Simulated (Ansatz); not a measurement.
Basis-set extrapolation for C₅H₁₂S (`CC(C)(C)CS`) (PBE0-D4/def2-TZVP geometry, frozen core, Ansatz 0.2.0). Multiplicity 1, RHF reference.

|  | def2-TZVPP | def2-QZVPP |
| --- | --- | --- |
| HF | -593.945217 | -593.965762 |
| MP2 correlation | -1.071329 | -1.141665 |
| CCSD(T) correlation | -1.189093 | not run |

Energies in hartree. Use E(X) = E(∞) + A·exp(−7.88·√X) for Hartree–Fock and E(X) = E(∞) + B·X^(−2.97) for correlation, with X = 3 and 4, and add CCSD(T) minus MP2 of the smaller set to the MP2 limit.

Task: What is the CCSD(T) energy at the basis-set limit?

Result: HF limit: -593.965762 + (-0.020545) × 0.13774 = -593.96859. MP2 limit: -1.141665 + (-0.070336) × 0.74074 = -1.19377. Higher-order term: -1.189093 − (-1.071329) = -0.11776. Total: -595.28012 hartree, 3.97 eV below CCSD(T)/def2-TZVPP.
